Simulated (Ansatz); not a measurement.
```yaml
crystal:
  periodic: [false, false, false]
  atoms:
    - {symbol: Zn, position_ang: [0.000000, 0.000000, 0.000000]}
    - {symbol: Ge, position_ang: [0.000000, 0.000000, 2.420000]}
basis:
  gaussian: {orbitals: def2-TZVP}
hamiltonian: {xc: pbe0}
relax: {f_tol: 0.004, max_steps: 80}
```

```sh
$ ansatz run in.yaml --threads 1 --pin off --events-out ev --progress --plain --max-ram 2176MiB
```

Steps of the relaxation (energy above the last step; positions in Å, forces in eV/Å):

```
2
step 1, 0.1 meV
Zn    0.000    0.000    0.000    0.000    0.000   -0.027
Ge    0.000    0.000    2.420    0.000    0.000    0.027
```

```
2
step 2, 0.0 meV
Zn    0.000    0.000   -0.002    0.000    0.000   -0.009
Ge    0.000    0.000    2.422    0.000    0.000    0.009
```

```
2
step 3, 0.0 meV
Zn    0.000    0.000   -0.002    0.000    0.000    0.000
Ge    0.000    0.000    2.422    0.000    0.000    0.000
```

Close pairs at the end: Zn1–Ge2 2.425 Å.

A stationary point of restricted PBE0 after 3 steps (its stability towards spin polarisation wasn't tested). 16 s on 1 thread of Arm Neoverse V1, shared host.
